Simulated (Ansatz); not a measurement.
Program: Ansatz. Geometries: PBE0-D4/def2-TZVP. ΔE: electronic, gas phase. CCSD(T)/CBS adds triple-zeta CCSD(T) − MP2 to the extrapolated MP2 energy (def2 sets, frozen cores). This one scheme is used for every species. DFT in def2-TZVPP. Each species was taken in one conformer, which may not be the lowest.

`O[SiH2]S` + CH₄ → `C[SiH2]O` + H₂S  (formal exchange of groups at the Si–S bond)

`O[SiH2]S`:

```xyz
7

O    -1.326   -0.589   -0.390
Si   -0.095    0.483   -0.221
S     1.689   -0.387    0.560
H    -1.138   -1.402   -0.864
H     0.352    1.049   -1.519
H    -0.632    1.526    0.677
H     1.150   -0.681    1.756
```

CH₄:

```xyz
5

C     0.000    0.000    0.000
H    -0.414    0.602    0.809
H    -0.525   -0.954   -0.047
H     1.059   -0.177    0.184
H    -0.121    0.529   -0.945
```

`C[SiH2]O`:

Z-matrix (Å, degrees):
```
C
Si 1 1.863
H 1 1.093 2 111.0
H 1 1.094 2 110.2 3 119.8
H 1 1.093 2 111.5 3 -120.7
O 2 1.652 1 112.6 3 57.7
H 2 1.492 1 108.9 3 -179.5
H 2 1.483 1 110.6 3 -59.4
H 6 0.957 2 117.7 1 68.6
```

H₂S:

```xyz
3

S    -0.516   -0.142    0.311
H    -0.270    0.274   -0.940
H     0.787   -0.132    0.628
```

```csv
level,ΔE (kcal/mol)
B97M-V,18.0
PBE,18.0
```

What does CCSD(T)/CBS give? (Best estimate.)

Computed: +17.2 kcal/mol. The listed levels differ from it by 0.8, 0.8 kcal/mol.

Largest T1 diagnostic among the species: 0.011.

At CCSD(T), def2-SVP lies −1.0 kcal/mol from the extrapolated value and def2-TZVPP −0.5 kcal/mol. Leaving LDA and LC-ωPBE aside and taking each functional with its dispersion term where it has one, the values, not all of them listed here, spread over 1.5 kcal/mol, from CAM-B3LYP-D4 to r2SCAN-D4. LDA lies −0.7 kcal/mol from PBE without D4.
